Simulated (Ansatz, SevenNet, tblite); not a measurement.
Elastic constant C11 of black phosphorus: levels of theory against measurement

Reference value: 193 GPa (measured, temperature not stated, not corrected to a static lattice, axes: 1 zigzag (a = 3.32 Å), 2 across the layers (b), 3 armchair (c); as tabulated in Pogna et al. (2022), arXiv:2206.03736).

| level (code) | value (GPa) | cell (Å³/atom) | difference (%) |
|---|---|---|---|
| GFN2-xTB (tblite) | 186 | 17.71 | -3.6 |
| SevenNet-0 | 53.6 | 20.99 | -72 |
| PBE (Ansatz) | 178 | 21.35 | -7.8 |
| r²SCAN (Ansatz) | 204 | 20.70 | +5.7 |
| HSE06 (Ansatz) | 205 | 20.84 | +6.2 |

The reference's temperature isn't stated, so close values are not ranked against it. Off by more than 25 %, or 35 % on the side where a correction would as a rule narrow the miss (bounds picked here): SevenNet-0 (-72 %).

The reference isn't brought to a static lattice, while the calculations are for one, so the differences are not the levels' errors alone. A static lattice is as a rule stiffer than a warm one, by over a tenth in soft solids.  GFN2-xTB: the method was fitted mainly to molecules. GFN2-xTB: the run uses a supercell at the zone centre in place of a k mesh. PBE, r²SCAN, HSE06: the cell comes from a level without a dispersion term, which matters for the spacing of layers, chains or molecules. Each level is taken at its own relaxed cell. Cutoffs and k meshes differ between the levels. Ansatz's density-functional and Hartree–Fock values are scalar-relativistic unless marked +SOC, with PAW data made under PBE.

Machine-learned potentials (SevenNet-0) are trained on DFT data: a solid inside that data is no test of them.

Differences are worked out from the printed values.

Ansatz is a program for electronic structure.
